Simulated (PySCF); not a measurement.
propene (C₃H₆), SMILES C=CC. Atoms are numbered in the order given.

```xyz
9

C     -0.1633     1.2269     0.0000
C      0.4541    -0.1314     0.0000
C     -0.2199    -1.2763     0.0000
H      0.1524     1.8017     0.8769
H      0.1524     1.8017    -0.8769
H     -1.2536     1.1701     0.0000
H      1.5429    -0.1629     0.0000
H     -1.3060    -1.2917     0.0000
H      0.2871    -2.2342     0.0000
```
Charge 0, spin multiplicity 1.

Geometry: r2SCAN-D4/def2-TZVP.

Method: PBE/pcSseg-1 run with PySCF.

GIAO shieldings, no solvent; atoms listed in one row are averaged. δ = σ(ref) − σ: ¹³C against TMS (σ = 182.0 ppm); ¹H against TMS (σ = 31.49 ppm), references at their B3LYP-D3(BJ)/def2-TZVP geometries, non-relativistic.

Computed chemical shifts:
```json
[
 {"nucleus": "¹³C", "atoms": "C2", "count": "1", "δ (ppm)": "142.8"},
 {"nucleus": "¹³C", "atoms": "C3", "count": "1", "δ (ppm)": "121.5"},
 {"nucleus": "¹³C", "atoms": "C1", "count": "1", "δ (ppm)": "24.3"},
 {"nucleus": "¹H", "atoms": "H7", "count": "1", "δ (ppm)": "6.16"},
 {"nucleus": "¹H", "atoms": "H8", "count": "1", "δ (ppm)": "5.41"},
 {"nucleus": "¹H", "atoms": "H9", "count": "1", "δ (ppm)": "5.27"},
 {"nucleus": "¹H", "atoms": "H4, H5, H6", "count": "3", "δ (ppm)": "1.87"}
]
```
